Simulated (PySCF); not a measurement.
Thiazole, C₃H₃NS, SMILES c1cscn1, point group Cs.

Level: PBE0/pcSseg-1 in PySCF (density fitting, grid level 2); geometry and Hessian at that level, cubic constants and property derivatives from steps of ±0.6 along each species' dimensionless normal coordinates, second-order vibrational perturbation theory. The parent has the commonest isotopes.

Equilibrium geometry (Å):

| atom | x | y | z |
| --- | --- | --- | --- |
| C1 | -0.6585 | -0.7018 | -0.0389 |
| C2 | -0.9457 | 0.4882 | -0.6348 |
| S3 | 0.4863 | 1.4260 | -0.7811 |
| C4 | 1.3611 | 0.1355 | -0.0251 |
| N5 | 0.6506 | -0.8953 | 0.3041 |
| H6 | -1.3848 | -1.4803 | 0.1727 |
| H7 | -1.9033 | 0.8518 | -0.9864 |
| H8 | 2.4305 | 0.2136 | 0.1479 |

Species: parent. Output of the displacement run:

```
mode    cm-1    km/mol   phi_rrr   E(+)/cm-1  E(-)/cm-1
  1    482.45     0.01       0.0      86.85      86.97
  2    628.45    20.03       0.2     113.22     113.27
  3    629.71     1.25      54.5     115.32     111.38
  4    748.28    29.97      -0.4     139.07     139.20
  5    771.86     0.27      11.5     139.40     138.64
  6    819.14    57.38      -0.1     151.90     151.86
  7    881.86    54.06    -113.4     154.73     162.93
  8    898.23     1.55      96.8     165.21     158.31
  9    921.58     0.01      -0.2     168.30     168.16
 10   1077.55     8.26      56.0     196.88     192.81
 11   1163.75     8.52    -129.8     205.09     214.42
 12   1261.95    11.73      16.7     228.36     227.33
 13   1372.02     2.78     -96.1     243.75     250.63
 14   1468.39    23.08    -330.5     252.83     276.62
 15   1553.18    31.13      47.0     281.58     278.20
 16   3237.16     2.05   -1622.2     528.95     645.40
 17   3241.32     1.34    1812.9     653.37     523.23
 18   3278.73     2.76    1809.1     659.93     530.07
```

For the shielding of C2 (σe = 59.56 ppm):

| mode | ω (cm⁻¹) | Σr φrrs (cm⁻¹) | ∂σ/∂q | ∂²σ/∂q² |
| --- | --- | --- | --- | --- |
| 1 | 482 | 0 | -0.001 | -0.980 |
| 2 | 628 | -3 | -0.053 | 0.169 |
| 3 | 630 | 206 | 3.580 | -0.407 |
| 4 | 748 | 0 | 0.002 | -0.803 |
| 5 | 772 | -29 | 5.064 | -0.999 |
| 6 | 819 | -1 | -0.002 | -1.609 |
| 7 | 882 | -379 | -3.804 | -0.095 |
| 8 | 898 | 318 | 3.548 | -0.236 |
| 9 | 922 | -1 | 0.000 | -2.094 |
| 10 | 1078 | 486 | 2.210 | -0.188 |
| 11 | 1164 | -337 | -2.105 | 0.070 |
| 12 | 1262 | 58 | -0.187 | 0.034 |
| 13 | 1372 | -165 | 2.977 | -0.311 |
| 14 | 1468 | -521 | -4.575 | 0.265 |
| 15 | 1553 | -14 | -7.665 | -0.812 |
| 16 | 3237 | -278 | 2.410 | -0.018 |
| 17 | 3241 | 390 | -0.929 | -0.095 |
| 18 | 3279 | 232 | 1.575 | -1.590 |

Q: Work out the zero-point average of this shielding.

A: With ⟨qs⟩ = −Σr φrrs/(4ωs) and ⟨qs²⟩ = 1/2: the mean displacements are 0.000, 0.001, -0.082, 0.000, 0.009, 0.000, 0.107, -0.089, 0.000, -0.113, 0.072, -0.011, 0.030, 0.089, 0.002, 0.021, -0.030, -0.018. The anharmonic term Σ (∂σ/∂q)⟨q⟩ is -1.65 ppm, the harmonic term ¼ Σ ∂²σ/∂q² is -2.42 ppm, so ⟨σ⟩ = 55.49 ppm.
